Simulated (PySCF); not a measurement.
Species: BFH₄Si.
Bonds: F1–B2, B2–Si3. Hydrogens: H4 on B2; H5, H6, H7 on Si3.

A GFN2-xTB structure with every atom displaced at random (by about 0.01 Å) was refined with PBE0-D3(BJ)/def2-SVP geometry optimisation, gas phase in PySCF 2.14.0. Values at the start:

| coordinate | start |
| --- | --- |
| F1–B2 | 1.313 Å |
| B2–Si3 | 1.990 Å |
| B2–H4 | 1.197 Å |
| Si3–H5 | 1.463 Å |
| Si3–H7 | 1.452 Å |
| F1–B2–Si3 | 122.1° |
| F1–B2–H4 | 110.4° |
| B2–Si3–H5 | 111.2° |
| B2–Si3–H6 | 114.1° |
| Si3–B2–H4 | 127.4° |
| H5–Si3–H6 | 106.6° |
| H5–Si3–H7 | 106.2° |

Q: How do these coordinates change at the PBE0-D3(BJ)/def2-SVP level?

A: 
```
coordinate  PBE0-D3(BJ)/def2-SVP (Å or °)  change
    Si3–H7                          1.498  +0.046
    B2–Si3                          2.036  +0.046
    Si3–H5                          1.498  +0.035
     B2–H4                          1.215  +0.018
     F1–B2                          1.320  +0.007
  F1–B2–H4                          116.4    +6.0
 Si3–B2–H4                          122.9    -4.5
 H5–Si3–H6                          108.9    +2.3
 B2–Si3–H5                          109.3    -1.9
 F1–B2–Si3                          120.7    -1.4
 H5–Si3–H7                          107.4    +1.2
 B2–Si3–H6                          113.2    -0.9
```

The energy falls by 0.101 eV over 5 energy and gradient evaluations, the largest force component goes from 0.0146 to 2.2e-04 Eh/bohr, and the atoms move by 0.048 Å rms after alignment. Among the bonds, B2–Si3 and Si3–H7 change most and about equally (+0.046 Å). Bonds longer at the end by more than 0.005 Å: 6 of 6; shorter: 0. Rotational constants go from 37806, 4446, 4158 to 35358, 4359, 4064 MHz.

The run used 66 basis functions and 29 SCF cycles in all.

Whether it is a minimum is left open (no frequencies).
